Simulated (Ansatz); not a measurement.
## How the elastic constant C66 of hcp Mg moves with the method

No measured value is used here.

| level (code) | value (GPa) | cell (Å³/atom) |
|---|---|---|
| LDA (Ansatz) | 22.0 | 21.61 |
| PBE (Ansatz) | 20.0 | 22.95 |
| revPBE (Ansatz) | [?] | 23.56 |
| PBE-D3(BJ) (Ansatz) | 23.0 | 21.72 |
| r²SCAN (Ansatz) | 23.1 | 22.57 |

Q: Some entries are withheld; supply them.

A: 
- revPBE (Ansatz, a quantum-chemistry and plane-wave program), value (GPa): 19.3

PBE-D3(BJ): the dispersion coefficients are held fixed in the derivatives. Each level is taken at its own relaxed cell. Cutoffs differ between the levels. Ansatz's density-functional and Hartree–Fock values are scalar-relativistic unless marked +SOC, with PAW data made under PBE.
